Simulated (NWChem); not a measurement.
**Total energies of hydrogen fluoride (HF)**

```xyz
2

F      0.0000     0.0000     0.0925
H      0.0000     0.0000    -0.8323
```
Charge 0, spin multiplicity 1.

Program: NWChem. All single points use one geometry, from B3LYP/def2-SVP, a minimum by its harmonic frequencies.

Basis set: def2-SVP (19 functions).

```tsv
method	total energy (Ha)
RHF	-99.93211
MP2	-100.13194
B2PLYP	-100.27925
PBE	-100.25404
B3LYP	-100.35323
PBE0	-100.25834
CCSD(T)	-100.13911
```

Total energies of different functionals aren't comparable as a measure of quality: only differences taken within one method are. 

The correlated methods keep 1 core orbital frozen. B3LYP has NWChem's definition, with VWN1-RPA local correlation. Coupled-cluster values serve here as a point of comparison, not as the truth.
